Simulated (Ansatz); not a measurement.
# CH2ClF (chlorofluoromethane): PBE/aug-cc-pVDZ

What is the vertical ionisation energy of CH2ClF (chlorofluoromethane) at PBE/aug-cc-pVDZ? 

The results are computed with Ansatz 0.2.0.

68 further runs of the same task are left out: 68 set aside as unsound or not needed.

## 1. The system as given

CH2ClF: 5 atoms, total charge 0, spin state singlet. SMILES: `FCCl`. Geometry: relaxed at PBE0-D4/def2-TZVP.

Bond lengths: F1–C2 1.355 Å, C2–Cl3 1.766 Å, C2–H4 1.089 Å, C2–H5 1.089 Å. Angles: F1–C2–Cl3 110.5°, F1–C2–H4 109.3°, F1–C2–H5 109.3°, Cl3–C2–H4 107.8°, Cl3–C2–H5 107.8°, H4–C2–H5 112.3°.

## 2. A single-point energy at PBE/aug-cc-pVDZ

Input file run.yaml:

```yaml
crystal:
  periodic: [false, false, false]
  atoms:
    - {symbol: F, position_ang: [-0.970450, 0.560520, 0.766500]}
    - {symbol: C, position_ang: [0.083560, 0.089320, 0.058070]}
    - {symbol: Cl, position_ang: [-0.422970, -1.232890, -0.998060]}
    - {symbol: H, position_ang: [0.832130, -0.302600, 0.745580]}
    - {symbol: H, position_ang: [0.477720, 0.885670, -0.572080]}
basis:
  gaussian:
    orbitals: aug-cc-pVDZ
hamiltonian:
  xc: pbe
accuracy: high
output: {orbitals: {seedname: orbitals}}
```

Run with:

```
$ ansatz run run.yaml --threads 1 --pin off --max-ram 3480MiB --events-out events.jsonl --progress --plain --runs-dir runs
```

What it wrote:

```text
Warning: RAYON_NUM_THREADS=1 ignored (pool sized by the plan → 1); use --threads N
Functional definition: PBE
  name "PBE"
  parameter kappa = 0.804
  parameter beta = 0.06672455060314922
  exchange = pbe_x(kappa = kappa, mu = beta*pi^2/3)
  correlation = pbe_c(beta = beta)
1830 factors; integrals over basis functions are off by at most 4.1e-9 eV
mean field evaluation 1: about -16297.2467 eV, gradient 3.7e1 eV
mean field evaluation 2: about -16292.5285 eV, gradient 5.7e1 eV
mean field evaluation 4: about -16300.4649 eV, gradient 3.7e0 eV
mean field evaluation 8: about -16300.4864 eV, gradient 3.4e-2 eV
mean field evaluation 16: about -16300.4864 eV, gradient 1.1e-6 eV
mean field -16300.48640758 eV, -599.0318266122 hartree, gradient 2.5e-8 eV, S^2 0.000000; 0 other end points of the search recorded, 0 dependent functions left out
reference -16300.48641332 eV, -599.0318268232 hartree; 17, 17 occupied and 74, 74 virtual orbitals, 1830 factors
Total energy: -16300.48641332 eV, -599.0318268232 hartree
```

It took 4.5 s on 1 thread of Arm Neoverse V2, shared host; peak memory 0.21 GiB.

## 3. The doublet cation at the same level

Input file in.yaml:

```yaml
crystal:
  periodic: [false, false, false]
  atoms:
    - {symbol: F, position_ang: [-0.970450, 0.560520, 0.766500]}
    - {symbol: C, position_ang: [0.083560, 0.089320, 0.058070]}
    - {symbol: Cl, position_ang: [-0.422970, -1.232890, -0.998060]}
    - {symbol: H, position_ang: [0.832130, -0.302600, 0.745580]}
    - {symbol: H, position_ang: [0.477720, 0.885670, -0.572080]}
basis:
  gaussian:
    orbitals: aug-cc-pVDZ
hamiltonian:
  xc: pbe
output:
  orbitals: {seedname: orbitals}
total_charge: 1
accuracy: high
magnetization:
  spin_polarized: true
  initial_magnetization: 1
```

Run with:

```
$ ansatz run in.yaml --threads 1 --pin off --max-ram 3480MiB --events-out events.jsonl --progress --plain --runs-dir runs
```

What it wrote:

```text
Warning: RAYON_NUM_THREADS=1 ignored (pool sized by the plan → 1); use --threads N
Functional definition: PBE
  name "PBE"
  parameter kappa = 0.804
  parameter beta = 0.06672455060314922
  exchange = pbe_x(kappa = kappa, mu = beta*pi^2/3)
  correlation = pbe_c(beta = beta)
1830 factors; integrals over basis functions are off by at most 4.1e-9 eV
mean field evaluation 1: about -16274.5426 eV, gradient 5.8e1 eV
mean field evaluation 2: about -16107.0290 eV, gradient 1.8e2 eV
mean field evaluation 4: about -16285.4136 eV, gradient 2.8e1 eV
mean field evaluation 8: about -16289.2301 eV, gradient 8.1e-2 eV
mean field evaluation 16: about -16289.2275 eV, gradient 8.6e-5 eV
mean field evaluation 32: about -16289.1984 eV, gradient 9.5e-1 eV
mean field evaluation 64: about -16285.4633 eV, gradient 2.0e1 eV
mean field -16289.22754910 eV, -598.6180711945 hartree, gradient 2.9e-8 eV, S^2 0.751402; 6 other end points of the search recorded, 0 dependent functions left out
reference -16289.22755624 eV, -598.6180714569 hartree; 17, 16 occupied and 74, 75 virtual orbitals, 1830 factors
Total energy: -16289.22755624 eV, -598.6180714569 hartree
```

Run time: 16 s. Hardware: 1 thread of Arm Neoverse V2, shared host; peak memory 0.28 GiB.

## 4. What came out

Level: PBE/aug-cc-pVDZ.

```
                                          quantity          value
                      singlet CH2ClF: total energy  -599.03183 Eh
                       singlet CH2ClF: HOMO energy       -7.43 eV
                       singlet CH2ClF: LUMO energy       -0.80 eV
                     singlet CH2ClF: HOMO–LUMO gap        6.63 eV
                      doublet cation: total energy  -598.61807 Eh
doublet cation: HOMO energy (highest over α and β)      -15.77 eV
 doublet cation: LUMO energy (lowest over α and β)      -15.07 eV
                              doublet cation: ⟨S²⟩          0.751
vertical ionisation energy (to the doublet cation)      11.259 eV
```

In words: Removing an electron at fixed nuclei costs 11.26 eV (1086 kJ/mol). The negative HOMO energy of the first species, 7.43 eV, lies 3.83 eV below that difference.
